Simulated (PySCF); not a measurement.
**Which determinant of AlS lies lowest?**

Unrestricted PBE0; PySCF, spin-free X2C with a Gaussian nucleus, basis sets Al x2c-TZVPPall, S x2c-TZVPPall. Outer shells of the fragments: Al 3s2 3p1; S 3s2 3p4.

Followed along the bond (rough minima from three points):

```
2Ms+1   unpaired  ⟨S²⟩ at the start  R at minimum (Å)  Te (eV)
    2        σ ↑               0.76              2.04     0.00
    2        π ↑               0.76              2.27     0.59
    4  σ ↑, π ↑↑               3.76              2.25     2.89
```

Solutions found at the starting distance of 2.180 Å, counted from the lowest of them; the search is not exhaustive and high or unbound solutions are not listed, so other states can lie among these:

```tsv
2Ms+1	unpaired	term	E (eV)	⟨S²⟩	⟨Lz²⟩	μ (D)
2	σ ↑	²Σ⁺	0.00	0.76	0.00	-4.08
2	π ↑	²Π	0.44	0.76	1.01	-0.64
4	σ ↑, π ↑↑	mixed	2.73	3.76	2.02	-0.76
4	σ ↑, π ↑↑	mixed	2.97	3.76	2.01	-0.74
2	σ ↑, π ↑↓	mixed	3.08	1.76	2.02	-0.80
4	π ↑↑↑	⁴Π	5.12	3.77	1.01	4.31
4	σ ↑↑, π ↑	⁴Π	5.14	3.76	1.00	-1.65
4	σ ↑↑, π ↑	⁴Π	5.34	3.76	1.02	0.01
4	σ ↑↑↑	⁴Σ⁺	7.71	3.78	0.00	-0.53
```

A term symbol is given only where ⟨S²⟩ and ⟨Lz²⟩ are close to those of a pure state; real π, δ and φ orbitals otherwise mix terms. A positive dipole means Al(−)S(+).

Compare the gap between the two lowest followed solutions at the starting distance with the gap between their minima.

At PBE0 the second solution (doublet, unpaired electrons π ↑) lies +0.44 eV from the first (doublet, unpaired electrons σ ↑) at 2.180 Å and +0.59 eV at the minima; the two curves relax by different amounts, since their minima lie near 2.27 and 2.04 Å.

Counting both spins, an empty level lies below a filled one in some of these solutions, because spin and occupation are held.
